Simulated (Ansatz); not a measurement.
`CC(C)(C)C(C)(C)C` → `CCC(C)(CC)CC`  (isomerisation)

Calculated with Ansatz (gas phase, PBE0-D4/def2-TZVP geometries, no zero-point term in ΔE). CBS: MP2 limit from def2 TZ/QZ plus the TZ coupled-cluster correction, frozen cores. Each species was taken in one conformer, which may not be the lowest.

```csv
level,ΔE (eV)
CCSD/def2-TZVPP,0.03
CCSD(T)/def2-TZVPP,0.06
```

Task: What does CCSD(T)/CBS give? (An estimate is asked.)

Result: Computed: +0.05 eV. The listed levels differ from it by -0.02, 0.01 eV.

Largest T1 diagnostic among the species: 0.009.

The D4 term adds +0.07 eV with B3LYP and +0.04 eV with PBE0; it sums over pairs of atoms, weighted by their polarisabilities, and B3LYP, whose exchange is more repulsive, gets the larger term. In def2-TZVPP, CCSD(T) changes the Hartree–Fock value by +0.19 eV (the triples alone add +0.03 eV) and MP2 by +0.23 eV.

B3LYP here is the variant with VWN-RPA as its local correlation; programs differ in this.
